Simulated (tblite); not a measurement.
Species: C3H5OP.
Atom-mapped SMILES: `[CH3:1][C:2]1=[CH:3][P@@H:4]1=[O:5]` (hydrogens: H6, H7, H8 on C1; H9 on C3; H10 on P4)

A start from a force field or distance geometry was refined with GFN2-xTB geometry optimisation, gas phase (tblite 0.8.0). Values at the start:

```csv
coordinate,start
C1–C2,1.492 Å
C1–H6,1.118 Å
C2=C3,1.365 Å
C2–P4,1.793 Å
C3–P4,1.787 Å
C3–H9,1.091 Å
P4=O5,1.490 Å
P4–H10,1.410 Å
C1–C2–C3,149.5°
C1–C2–P4,143.2°
C2–C3–P4,67.8°
C2–P4–C3,44.8°
C2–P4–O5,118.6°
C3–C2–P4,67.3°
C3–P4–O5,113.6°
C1–C2–C3–P4,179°
C1–C2–P4–C3,-179°
```

Q: How do these coordinates change at the GFN2-xTB level?

A: 
```csv
coordinate,GFN2-xTB (Å or °),change
C1–H6,1.090,-0.028
P4=O5,1.463,-0.027
P4–H10,1.383,-0.027
C1–C2,1.469,-0.023
C3–H9,1.071,-0.020
C2=C3,1.345,-0.020
C3–P4,1.789,+0.002
C2–P4,1.794,+0.001
C3–P4–O5,126.5,+12.9
C1–C2–C3,141.0,-8.5
C2–P4–O5,127.2,+8.6
C1–C2–P4,151.0,+7.8
C2–P4–C3,44.1,-0.7
C3–C2–P4,67.8,+0.5
C2–C3–P4,68.1,+0.3
C1–C2–P4–C3,173,-8
C1–C2–C3–P4,-175,+6
```

The energy falls by 0.329 eV over 66 L-BFGS steps, the largest force on an atom goes from 1.83 to 0.009 eV/Å, and the atoms move by 0.342 Å rms after alignment. Among the bonds, P4=O5, C1–H6 and P4–H10 change most and about equally (-0.028 to -0.027 Å). Bonds longer at the end by more than 0.005 Å: 0 of 10; shorter: 8. Among the dihedrals that turn most is H6–C1–C2–C3, from 162° to 123°. Rotational constants go from 9103, 2862, 2543 to 10054, 2770, 2434 MHz.

Its GFN2-xTB frequencies are all real (lowest 111 cm⁻¹).

The numbers are calculated, not measured.
